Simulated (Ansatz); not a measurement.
A geometry optimisation of H3OS3− with PBE-D3(BJ)/def2-SVPD

The starting geometry of this gas-phase singlet was optimised with GFN2-xTB.

```yaml
atoms:
  - { symbol: O, position_ang: [2.3909, 0.6137, 0.7335] }
  - { symbol: S, position_ang: [0.6806, -1.4181, -0.6905] }
  - { symbol: S, position_ang: [-1.4374, 1.7766, 0.6346] }
  - { symbol: S, position_ang: [1.2221, -0.2821, 1.0516] }
  - { symbol: H, position_ang: [1.5812, -2.3925, -0.5398] }
  - { symbol: H, position_ang: [-0.8548, 2.2091, -0.4725] }
  - { symbol: H, position_ang: [-0.3519, 0.8658, 0.8406] }
```

Question: Where would you expect an optimisation with PBE-D3(BJ)/def2-SVPD to take it?

Answer: A new bond forms, giving a structure given below by its coordinates. Distances that change by over a tenth: S3–H6 (1.32 → 1.82 Å). Contacts that close: O1–H6 (3.81 → 1.11 Å).

The energy falls by 0.56 eV over 42 steps:

```tsv
step	E − E(last) (eV)
1	0.562
6	0.378
10	0.370
15	0.366
19	0.365
24	0.297
28	0.031
33	0.000
37	0.000
42	0.000
```

Final geometry (Å):

```json
{"atom": "O", "x (Å)": "1.3824", "y (Å)": "1.0104", "z (Å)": "0.1444"}
{"atom": "S", "x (Å)": "0.9293", "y (Å)": "-1.9801", "z (Å)": "-0.3291"}
{"atom": "S", "x (Å)": "-1.2794", "y (Å)": "2.2312", "z (Å)": "0.2757"}
{"atom": "S", "x (Å)": "1.4278", "y (Å)": "-0.3953", "z (Å)": "0.9918"}
{"atom": "H", "x (Å)": "2.1732", "y (Å)": "-2.2288", "z (Å)": "-0.8551"}
{"atom": "H", "x (Å)": "0.3583", "y (Å)": "1.4450", "z (Å)": "0.1934"}
{"atom": "H", "x (Å)": "-1.7610", "y (Å)": "1.2903", "z (Å)": "1.1364"}
```

Frequencies at the end are all real (lowest 49 cm⁻¹). Run with Ansatz 0.2.0, 74 s on 2 threads of Arm Neoverse V1, on a shared host.
